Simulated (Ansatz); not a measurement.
CH3BSi−: which of two structures lies lower

Structure a is a doublet given by its coordinates and structure b is a doublet given by its coordinates. Both are isolated ions in the gas phase, relaxed with r2SCAN-D4/def2-SVPD.

a (Å):

```tsv
atom	x (Å)	y (Å)	z (Å)
C	0.6369	0.0842	1.3874
B	1.6766	1.0009	2.1309
Si	2.8910	2.0373	3.0433
H	0.3976	-0.7866	2.0276
H	1.0120	-0.3286	0.4309
H	-0.3269	0.5866	1.1756
```

Close contacts (Å): C1–B2 1.57, B2–Si3 1.84, C1–H4 1.11, C1–H5 1.11, C1–H6 1.11.

b (Å):

| atom | x (Å) | y (Å) | z (Å) |
| --- | --- | --- | --- |
| C | 0.0132 | 0.7972 | 1.1342 |
| B | 1.1203 | 0.1794 | 1.7926 |
| Si | 2.5996 | -0.8676 | 2.4957 |
| H | -0.6887 | 1.4732 | 1.6399 |
| H | -0.2012 | 0.6538 | 0.0665 |
| H | 3.3762 | 0.3263 | 3.0952 |

Close contacts (Å): C1–B2 1.43, B2–Si3 1.94, C1–H4 1.10, C1–H5 1.10, Si3–H6 1.55.

Problem. Estimate E(b) − E(a) at the level CCSD(T)/def2-SVPD.

Solution. Calculated at CCSD(T)/def2-SVPD: E(b) − E(a) = −1.03 kcal/mol, so structure b lies lower.

Level by level:

| level | geometry | E(b) − E(a) (kcal/mol) | departure from the last row (kcal/mol) | job, with rough time for the two |
| --- | --- | --- | --- | --- |
| r2SCAN-D4/def2-SVPD | r2SCAN-D4/def2-SVPD | −2.24 | −1.21 | optimisation, 86 s |
| HF/def2-SVPD | r2SCAN-D4/def2-SVPD | −3.50 | −2.47 | part of the CCSD(T) run |
| MP2/def2-SVPD | r2SCAN-D4/def2-SVPD | −4.65 | −3.62 | part of the CCSD(T) run |
| CCSD(T)/def2-SVPD | r2SCAN-D4/def2-SVPD | −1.03 |  | single point, 35 s |

The levels shown agree on the order. The largest departure from CCSD(T)/def2-SVPD is that of MP2/def2-SVPD, 3.62 kcal/mol. Levels run at GFN2-xTB geometries aren't shown.

With harmonic frequencies from r2SCAN-D4/def2-SVPD (ideal gas, rigid rotor, one conformer each, 298.15 K, 1 atm): on the last row, ΔE + ΔZPE = −4.38, ΔH = −4.16, ΔG = −4.31 kcal/mol.

The T1 diagnostic of structure a is large, so the coupled-cluster value is less sure. Open shells are spin-unrestricted, with notable spin contamination under HF/def2-SVPD, MP2/def2-SVPD, CCSD(T)/def2-SVPD. The correlated steps freeze 7 core orbitals. Mirror images aren't counted in ΔG. Run with Ansatz 0.2.0; the last row on 2 threads of AMD EPYC 7R43 64-Core Processor (Zen 3) on a shared host.
